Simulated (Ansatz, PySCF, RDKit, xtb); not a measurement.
# Which structure has the formula BSiH5?

Only the formula BSiH5 is given. Aim: find the structure of lowest free energy at 298.15 K, then its properties.

Plan: many cheap relaxations first (GFN2-xTB), then density-functional screening, relaxation at PBE0-D3(BJ)/def2-SVP, vibrations and a final energy. The numbers are computed, not measured.

7 further runs of the same task are left out: 7 set aside as unsound or not needed.

**1. Candidates**

All bonding patterns within simple valence rules are listed by program: one Lewis structure each, at most two rings and one unusual centre or charged pair. O–O, O–halogen and N–halogen bonds and N–N–N chains are not drawn. That gives 2 candidates.

```
label         SMILES     spin
 c066        B[SiH3]  singlet
 c563  [BH3-][SiH2+]  singlet
```

Candidates are built by distance geometry, with a force field where one applies, in up to four conformers (letters a to d). 16 starts with atoms placed at random are added, to find patterns that the rules miss.

Q: Predict the outcome of this search (final energies at CCSD(T)/def2-TZVPP).

| quantity | value |
| --- | --- |
| lowest structure found | B[SiH3], singlet, Cs |
| next finalist | [H]1[BH2][SiH2]1 ‡, singlet, 5.2 kcal/mol higher in G |
| share at equilibrium, among the finalists | 100.0 % |
| harmonic wavenumbers, lowest and highest (PBE0-D3(BJ)/def2-SVP) | 84 and 2685 cm⁻¹ |
| rotational constants, same geometry | 2.092, 0.3592, 0.3431 cm⁻¹ |
| dipole moment (PBE0/def2-TZVPD) | 0.36 D |
| HOMO energy (PBE0/def2-TZVPD) | -8.47 eV |
| LUMO energy (PBE0/def2-TZVPD) | -2.49 eV |
| HOMO–LUMO gap (PBE0/def2-TZVPD) | 5.98 eV |
| lowest excitation (TD-B3LYP/def2-SVPD) | 4.24 eV (f = 0.003) |
| strongest of the states computed, same level | 8.30 eV (f = 0.293) |
| lowest triplet excitation, same level, Tamm-Dancoff | 3.42 eV |
| vertical ionisation energy | 10.76 eV |
| vertical electron affinity | 0.66 eV |
| vertical triplet less singlet | +3.30 eV |

`B[SiH3]` comes out lowest. The margin of 5.2 kcal/mol over the next finalist is beyond the usual error of the last level; it says nothing of structures that weren't ranked. PBE0-D3(BJ)/def2-SVP, HF/def2-TZVPP and MP2/def2-TZVPP already put its bonding pattern lowest among the structures in one piece. Lowest found is not proven lowest: the search is finite, and each finalist counts with one conformer. Patterns outside the rules of the enumeration were met only by chance. The lowest isomer need not be the one that is made and kept in a bottle, which depends on barriers.

‡ marks the bonded skeleton alone, with all bonds drawn single: no Lewis structure was assigned that passes a check against the bond lengths.
